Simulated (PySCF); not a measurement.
Does the answer move with the share of exact exchange?

C3H7FO2.
SMILES: `CO[C@@H](F)CO`

Torsions of this conformer, `[CH3:1][O:2][C@@H:3]([F:4])[CH2:5][OH:6]`: C1–O2–C3–F4 68°, O2–C3–C5–O6 -176°, H–O6–C5–C3 55°.

PySCF, def2-SVPD basis, density fitting, gas phase, PBE0-D3(BJ)/def2-SVP geometry; singlet excitations by full TDDFT with frozen cores, triplets by Tamm–Dancoff TDDFT and ionisation energies by ΔSCF, from the lowest of the holes tried. One functional is left out:

```json
{"functional": "LDA", "exact exchange (%)": "0", "HOMO energy (eV)": "-6.68", "LUMO energy (eV)": "-0.10", "lowest singlet excitation (eV)": "6.64", "lowest triplet excitation (eV)": "6.48", "dipole moment (D)": "1.930", "mean polarisability (au)": "52.8", "vertical ionisation energy (eV)": "10.25"}
{"functional": "PBE", "exact exchange (%)": "0", "HOMO energy (eV)": "-6.54", "LUMO energy (eV)": "-0.04", "lowest singlet excitation (eV)": "6.56", "lowest triplet excitation (eV)": "6.38", "dipole moment (D)": "1.858", "mean polarisability (au)": "52.3", "vertical ionisation energy (eV)": "10.09"}
{"functional": "PBE0", "exact exchange (%)": "25", "HOMO energy (eV)": "-8.21", "LUMO energy (eV)": "0.68", "lowest singlet excitation (eV)": "7.53", "lowest triplet excitation (eV)": "7.20", "dipole moment (D)": "1.922", "mean polarisability (au)": "49.4", "vertical ionisation energy (eV)": "10.62"}
{"functional": "BHandHLYP", "exact exchange (%)": "50", "HOMO energy (eV)": "-9.85", "LUMO energy (eV)": "1.13", "lowest singlet excitation (eV)": "8.10", "lowest triplet excitation (eV)": "7.72", "dipole moment (D)": "2.019", "mean polarisability (au)": "47.5", "vertical ionisation energy (eV)": "10.85"}
```

**Question.** Predict the row of B3LYP (20 % exact exchange) by straight lines through the other rows, and check it.

**Answer.** 
```tsv
property	line	computed	computed − line	PBE0 (25 %), for comparison
HOMO energy (eV)	-7.90	-7.98	-0.08	-8.21
LUMO energy (eV)	0.45	0.37	-0.08	0.68
lowest singlet excitation (eV)	7.25	7.28	+0.03	7.53
lowest triplet excitation (eV)	6.98	6.99	+0.01	7.20
dipole moment (D)	1.935	1.949	+0.014	1.922
mean polarisability (au)	50.4	50.0	-0.4	49.4
vertical ionisation energy (eV)	10.47	10.42	-0.05	10.62
```

**Question.** Which of these properties follows the share of exact exchange most closely, and which least?

**Answer.** Most closely the HOMO energy, least the dipole moment; the correlations over the tabulated rows are HOMO energy -0.999, lowest triplet excitation 0.993, lowest singlet excitation 0.992, LUMO energy 0.991, mean polarisability -0.989, vertical ionisation energy 0.969, dipole moment 0.859. The HOMO energy moves by -0.647 eV for every 10 %. Functionals with the same share still differ in their other parts: at 0 % LDA and PBE differ by 0.14 eV in it.
